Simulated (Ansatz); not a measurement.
We consider GaGeTe (R-3m, No. 166; cell taken from a computed entry), described by PBEsol in Ansatz (PAW).

Settings: plane-wave cutoff 520 eV, 10×10×10 k mesh, Fermi–Dirac smearing 0.01 eV, scalar-relativistic PAW data made under PBE.

Cell (relaxed with PBEsol):

Space group R-3m, hexagonal axes (No. 166); a = b = 4.050 Å, c = 34.927 Å, α = β = 90.00°, γ = 120.00°

```tsv
atom	site	symmetry	x	y	z
Ga	6c	3m	0.0000	0.0000	0.2523
Ge	6c	3m	0.0000	0.0000	0.3219
Te	6c	3m	0.0000	0.0000	0.1174
```
(The calculation used a cell of 6 atoms; values per cell refer to that cell.)

Problem. Predict the band gap and Γ–Γ gap.

Solution. 
band gap: 0.12 eV
Γ–Γ gap: 1.12 eV

Note: this cell isn't known to be the ambient phase, and symmetry holds it in the calculation; the cell has widely spaced layers and the level no dispersion term, so their spacing and the moduli can rest on weak binding.

Spin–orbit coupling is not included; it can close the smallest gap of 0.12 eV.

The computed numbers hold no vibrational or temperature effects.

It cost very roughly 120 core-seconds of CPU time.

Ansatz is a first-principles code.
